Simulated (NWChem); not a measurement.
Species: NH$_{2}$ anion

```xyz
3

N      0.0000     0.0000     0.1362
H      0.7985     0.0000    -0.5145
H     -0.7985     0.0000    -0.5145
```
Atoms are numbered in this order, from 1.

Level: B3LYP/def2-SVPD (NWChem), optimised geometry, unscaled harmonic frequencies. The highest occupied level is positive, so the extra electron may be held by the finite basis.

```csv
frequency (cm⁻¹),IR intensity (km/mol)
1506,0.0
3341,233.6
3395,116.5
```

- zero-point energy: 11.8 kcal/mol
- thermal correction to the enthalpy at 298.15 K (with zero-point energy): 14.1 kcal/mol
- heat capacity Cv: 6.0 cal/(mol K)
- entropy at 298.15 K and 1 atm (symmetry number 2): 45.1 cal/(mol K)

Rigid rotor and harmonic oscillator.
